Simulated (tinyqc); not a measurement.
Inside a calculation. Method: Pariser-Parr-Pople SCF with singles CI, for the molecule C1=CC=C1 (SMILES; centres numbered as the heavy atoms are written). One step of it, computed by the program tinyqc.

Task: Singles CI, triplets. Over the 4 single excitations with the smallest orbital gaps: A = (e_a - e_i) delta - (ij|ab), with (pq|rs) = sum c_mp c_mq gamma_mn c_nr c_ns.

orbital energies (eV): -13.083759  -7.148168  -4.041832  1.893759

coefficients:
```
         MO1        MO2        MO3        MO4
1C  0.468470   0.707107   0.000000   0.529656
2C  0.529656   0.000000   0.707107  -0.468470
3C  0.468470  -0.707107   0.000000   0.529656
4C  0.529656   0.000000  -0.707107  -0.468470
```

repulsion gamma_rs (eV), lower triangle:
```
           1C         2C         3C         4C
1C  11.130000
2C   5.345397  11.130000
3C   4.398492   5.345397  11.130000
4C   5.345397   4.398492   5.345397  11.130000
```

Give: triplet CI matrix; triplet excitation energies.

Result:

triplet CI matrix (eV), lower triangle:
```
        2>3    2>4    1>3    1>4
2>3  -2.239
2>4   0.000  2.339
1>3   0.000  0.000  2.339
1>4   0.000  0.000  0.000  8.441
```

triplet excitation energies (eV): -2.239  2.339  2.339  8.441
